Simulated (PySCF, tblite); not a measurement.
Complex of silylamine and Li atom

A gas-phase complex of silylamine and Li atom; neutral, doublet. The structure comes from a short search (6 tight-binding starts) and was relaxed by PBE0-D3(BJ)/def2-SVPD; another way of binding may lie lower. Frequencies by PBE0-D3(BJ)/def2-SVPD show no clear imaginary mode.

```json
{"part": "1", "name": "silylamine", "SMILES": "N[SiH3]", "atoms": "1–7", "charge": "0", "multiplicity": "1"}
{"part": "2", "name": "Li atom", "SMILES": "[Li]", "atoms": "8", "charge": "0", "multiplicity": "2"}
```

Coordinates in Å:
```
Si1    -0.233   -0.531   -0.184
N2      0.698    0.815    0.549
H3     -1.337   -0.018   -1.048
H4      0.727   -1.328   -0.995
H5     -0.791   -1.334    0.937
H6      0.111    1.428    1.122
H7      1.133    1.416   -0.155
Li8     2.223    0.301    1.768
```

Contacts between parts, classed by geometry: N2···Li8 2.019 Å (ion contact).

Interaction energies are complex less parts, with the parts frozen as they stand in it; counterpoise-corrected, in kcal/mol (PySCF).

(1) How strongly do the parts interact, level by level?

(2) What holds them together? Decompose the wB97M-D3(BJ)/def2-TZVPD energy: frozen parts, their antisymmetrised product, then relaxation.

## Answers

(1) 
| level | interaction | superposition error removed |
| --- | --- | --- |
| wB97M-D3(BJ)/def2-TZVPD | -10.67 | -0.66 |
| PBE0-D3(BJ)/def2-TZVPD | -13.56 | -0.09 |

(2) electrostatic -51.0, Pauli repulsion +57.9, orbital relaxation -17.2, dispersion correction -1.1 kcal/mol, which sum to the value before the counterpoise correction; the Pauli term holds the exchange-correlation of the frozen density too. Of the attraction, 74 % is electrostatic, 25 % is orbital relaxation, 2 % is dispersion correction.
